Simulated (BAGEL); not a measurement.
# [PH4]+ (phosphonium) at NEVPT2(8,8)/6-31G(d) (density fitting with cc-pvqz-jkfit, spherical functions)

What is the vertical singlet–triplet gap of [PH4]+ (phosphonium) at NEVPT2(8,8)/6-31G* (density fitting with cc-pvqz-jkfit, spherical functions)? 

The calculation is run with BAGEL 1.2.2.

3 further runs of the same task are left out: 2 that didn't finish, 1 set aside as unsound or not needed.

## (1) The structure to begin with

The species is [PH4]+ (5 atoms), meant as a singlet with charge +1. SMILES: `[PH4+]`. Geometry: relaxed at GFN2-xTB.

Bond lengths: P1–H2 1.375 Å, P1–H3 1.375 Å, P1–H4 1.375 Å, P1–H5 1.375 Å. Angles: H2–P1–H3 109.5°, H2–P1–H4 109.5°, H2–P1–H5 109.5°, H3–P1–H4 109.5°, H3–P1–H5 109.5°, H4–P1–H5 109.5°.

## (2) The energy at NEVPT2(8,8)/6-31G(d) (density fitting with cc-pvqz-jkfit, spherical functions)

input.json

```json
{ "bagel" : [

{
  "title" : "molecule",
  "basis" : "6-31gs.json",
  "df_basis" : "cc-pvqz-jkfit",
  "angstrom" : "true",
  "geometry" : [
    { "atom" : "P", "xyz" : [      -0.000020,       0.000000,       0.000050 ] },
    { "atom" : "H", "xyz" : [       1.357460,      -0.061330,       0.210450 ] },
    { "atom" : "H", "xyz" : [      -0.617320,      -1.016050,       0.691010 ] },
    { "atom" : "H", "xyz" : [      -0.261860,      -0.133750,      -1.343340 ] },
    { "atom" : "H", "xyz" : [      -0.478250,       1.211140,       0.441830 ] }
  ]
},

{
  "title" : "hf",
  "charge" : 1
},

{
  "title" : "nevpt2",
  "nstate" : 1,
  "nact" : 8,
  "nclosed" : 5,
  "charge" : 1,
  "maxiter" : 200,
  "natocc" : "true",
  "ncore" : 5
}

]}
```

The basis set 6-31G* is read from a file made from the Basis Set Exchange's data (not shown).

Run with:

```bash
$ BAGEL_NUM_THREADS=1 BAGEL input.json > input.out
```

What it wrote:

```text
* using 1 threads per process

  ===============================================================
  ===============================================================

  *** Geometry ***

  { "atom" : "P", "xyz" : [     -0.000038,      0.000000,      0.000094 ] },
  { "atom" : "H", "xyz" : [      2.565228,     -0.115897,      0.397693 ] },
  { "atom" : "H", "xyz" : [     -1.166566,     -1.920056,      1.305820 ] },
  { "atom" : "H", "xyz" : [     -0.494844,     -0.252751,     -2.538545 ] },
  { "atom" : "H", "xyz" : [     -0.903762,      2.288723,      0.834938 ] },

  Number of auxiliary basis functions:      352

  Since a DF basis is specified, we compute 2- and 3-index integrals:
    o Being stored without compression. Storage requirement is 0.002 GB

  Number of basis functions:       26
  Number of electrons      :       19

    * METHOD: MOLECULE                             0.07

  *** RHF ***

  === Nuclear Repulsion ===
    24.5037951433

      * DIIS with orbital gradients will be used.

  === RHF iteration (6-31gs.json) ===
      0       -342.71305904          0.02118784           0.00
      1       -342.75666288          0.00581143           0.00
      2       -342.75979801          0.00120023           0.00
      3       -342.75994061          0.00020318           0.00
      4       -342.75994618          0.00001656           0.00
      5       -342.75994623          0.00000167           0.00
      6       -342.75994623          0.00000004           0.00
      7       -342.75994623          0.00000000           0.00
    * SCF iteration converged.

    * Permanent dipole moment:
           (    0.000037,     0.000018,    -0.000018) a.u.

    * METHOD: HF                                   0.07

    * freezing 5 orbitals
  ---------------------------
      CASSCF calculation
  ---------------------------

    * nstate   :      1
    * nclosed  :      5
    * nact     :      8
    * nvirt    :     13
  === CASSCF iteration (6-31gs.json) ===

    * Using the second-order algorithm

      0  0      -342.78023974     3.48e-03      0.05

      1  0      -342.81200082     3.51e-03      0.06

      2  0      -342.81944369     1.23e-03      0.06

      3  0      -342.82114825     1.19e-03      0.06

      4  0      -342.82165804     7.43e-04      0.06

      5  0      -342.82179615     3.97e-04      0.06

      6  0      -342.82183033     1.98e-04      0.06

      7  0      -342.82183834     9.51e-05      0.06

      8  0      -342.82184017     4.51e-05      0.06

      9  0      -342.82184058     2.13e-05      0.06

     10  0      -342.82184067     1.00e-05      0.06

     11  0      -342.82184069     4.72e-06      0.06

     12  0      -342.82184069     2.22e-06      0.06

     13  0      -342.82184069     1.05e-06      0.06

     14  0      -342.82184069     4.92e-07      0.06

     15  0      -342.82184069     2.32e-07      0.06

     16  0      -342.82184069     1.09e-07      0.06

     17  0      -342.82184069     5.13e-08      0.06

     18  0      -342.82184069     2.41e-08      0.06

     19  0      -342.82184069     1.14e-08      0.06

     20  0      -342.82184069     5.34e-09      0.06

    * Second-order optimization converged. *

     guess   0:   closed 1111....             open ........

  === FCI iteration ===

      0  0      -342.75941358     4.52e-03      0.00
      1  0      -342.81912594     1.20e-03      0.00
      2  0      -342.82172969     2.62e-04      0.00
      3  0      -342.82183712     4.75e-05      0.00
      4  0      -342.82184056     8.60e-06      0.00
      5  0      -342.82184069     1.97e-06      0.00
      6  0      -342.82184069     4.62e-07      0.00
      7  0      -342.82184069     9.39e-08      0.00
      8  0      -342.82184069     2.01e-08      0.00
      9  0      -342.82184069     4.39e-09      0.00
     10  0      -342.82184069     8.09e-10      0.00
     11  0      -342.82184069     1.50e-10      0.00
     12  0 *    -342.82184069     2.50e-11      0.00

     * ci vector, state   0, <S^2> = 0.0000
       2222....     0.9803411741
       22.2..2.    -0.0596351038
       222..2..    -0.0571359575
       2.22...2    -0.0517801943

  === DF-NEVPT2 calculation ===

    * 3-index integral transformation done
    * assembly done

      NEVPT2 correlation energy:   -0.0447870001      0.01

          (+0)      0.0000000000
          (+0)'     0.0000000000
          (+1)      0.0000000000
          (+1)'     0.0000000000
          (+2)      0.0000000000
          (-1)      0.0000000000
          (-1)'    -0.0224923424
          (-2)     -0.0222946576

      NEVPT2 total energy:       -342.8666276930

    * METHOD: NEVPT2                              10.47

  ===============================================================
```

Wall time 11 s (1 thread of Arm Neoverse V1, shared host); peak memory 0.54 GiB.

## (3) The triplet at the same level

input.json

```json
{ "bagel": [

{
  "title": "molecule",
  "basis": "6-31gs.json",
  "df_basis": "cc-pvqz-jkfit",
  "angstrom": true,
  "geometry": [
    { "atom": "P", "xyz": [   -0.000020,    0.000000,    0.000050 ] },
    { "atom": "H", "xyz": [    1.357460,   -0.061330,    0.210450 ] },
    { "atom": "H", "xyz": [   -0.617320,   -1.016050,    0.691010 ] },
    { "atom": "H", "xyz": [   -0.261860,   -0.133750,   -1.343340 ] },
    { "atom": "H", "xyz": [   -0.478250,    1.211140,    0.441830 ] }
  ]
},
{
  "title": "hf",
  "charge": 1
},
{
  "title": "casscf",
  "nstate": 1,
  "nact": 8,
  "nclosed": 5,
  "charge": 1,
  "nspin": 2,
  "maxiter": 200,
  "natocc": true
},
{
  "title": "nevpt2",
  "nstate": 1,
  "nact": 8,
  "nclosed": 5,
  "charge": 1,
  "nspin": 2,
  "maxiter": 200,
  "natocc": true,
  "ncore": 5
}

]}
```

The basis set 6-31G* is read from a file made from the Basis Set Exchange's data (not shown).

Run with:

```bash
$ BAGEL_NUM_THREADS=1 BAGEL input.json > input.out
```

What it wrote:

```text
* using 1 threads per process

  ===============================================================
  ===============================================================

  *** Geometry ***

  { "atom" : "P", "xyz" : [     -0.000038,      0.000000,      0.000094 ] },
  { "atom" : "H", "xyz" : [      2.565228,     -0.115897,      0.397693 ] },
  { "atom" : "H", "xyz" : [     -1.166566,     -1.920056,      1.305820 ] },
  { "atom" : "H", "xyz" : [     -0.494844,     -0.252751,     -2.538545 ] },
  { "atom" : "H", "xyz" : [     -0.903762,      2.288723,      0.834938 ] },

  Number of auxiliary basis functions:      352

  Since a DF basis is specified, we compute 2- and 3-index integrals:
    o Being stored without compression. Storage requirement is 0.002 GB

  Number of basis functions:       26
  Number of electrons      :       19

    * METHOD: MOLECULE                             0.07

  *** RHF ***

  === Nuclear Repulsion ===
    24.5037951433

      * DIIS with orbital gradients will be used.

  === RHF iteration (6-31gs.json) ===
      0       -342.71305904          0.02118784           0.01
      1       -342.75666288          0.00581143           0.01
      2       -342.75979801          0.00120023           0.01
      3       -342.75994061          0.00020318           0.01
      4       -342.75994618          0.00001656           0.01
      5       -342.75994623          0.00000167           0.00
      6       -342.75994623          0.00000004           0.01
      7       -342.75994623          0.00000000           0.00
    * SCF iteration converged.

    * Permanent dipole moment:
           (    0.000037,     0.000018,    -0.000018) a.u.

    * METHOD: HF                                   0.08

  ---------------------------
      CASSCF calculation
  ---------------------------

    * nstate   :      1
    * nclosed  :      5
    * nact     :      8
    * nvirt    :     13
  === CASSCF iteration (6-31gs.json) ===

    * Using the second-order algorithm

      0  0      -342.35438485     1.62e-02      0.13

      1  0      -342.40482482     8.46e-03      0.09

      2  0      -342.41806056     2.31e-03      0.08

      3  0      -342.41918926     2.41e-03      0.08

      4  0      -342.42032826     2.13e-03      0.08

[... 89 lines of this table left out ...]

     50  0      -342.42314173     1.01e-08      0.06

     51  0      -342.42314173     7.99e-09      0.06

    * Second-order optimization converged. *

     guess   0:   closed 111.....             open ...11...

  === FCI iteration ===

      0  0      -342.36565290     4.82e-03      0.00
      1  0      -342.41905766     1.38e-03      0.00
      2  0      -342.42254552     4.49e-04      0.00
      3  0      -342.42298585     1.85e-04      0.00
      4  0      -342.42310531     1.18e-04      0.00
      5  0      -342.42313746     4.62e-05      0.00
      6  0      -342.42314132     1.51e-05      0.00
      7  0      -342.42314170     3.96e-06      0.00
      8  0      -342.42314172     1.01e-06      0.00
      9  0      -342.42314173     3.63e-07      0.00
[... 6 lines of this table left out ...]
     16  0      -342.42314173     1.36e-09      0.00
     17  0      -342.42314173     4.62e-10      0.00
     18  0      -342.42314173     1.58e-10      0.00
     19  0 *    -342.42314173     5.76e-11      0.00

     * ci vector, state   0, <S^2> = 2.0000
       222aa...    -0.9716182419
       a222.a..     0.0864525969
       2.2aa..2     0.0649439870
       22.aa.2.     0.0647759267
       22a2..a.     0.0599108090
       2a22...a    -0.0597413760

    * METHOD: CASSCF                               3.60

    * freezing 5 orbitals

  === DF-NEVPT2 calculation ===

    * 3-index integral transformation done
    * assembly done

      NEVPT2 correlation energy:   -0.0506068004      0.01

          (+0)      0.0000000000
          (+0)'     0.0000000000
          (+1)      0.0000000000
          (+1)'     0.0000000000
          (+2)      0.0000000000
          (-1)      0.0000000000
          (-1)'    -0.0286277981
          (-2)     -0.0219790023

      NEVPT2 total energy:       -342.4737485264

    * METHOD: NEVPT2                               8.77

  ===============================================================
```

Wall time 13 s (1 thread of Arm Neoverse V1, shared host); peak memory 0.51 GiB.

## (4) Outcome

Level: NEVPT2(8,8)/6-31G* (density fitting with cc-pvqz-jkfit, spherical functions), 5 core orbitals frozen.

| quantity | value |
| --- | --- |
| singlet: total energy | -342.86663 Eh |
| triplet: total energy | -342.47375 Eh |
| vertical energy of the triplet above the singlet | 10.691 eV |

In words: At this shape the triplet lies 10.69 eV (1032 kJ/mol) above the singlet.
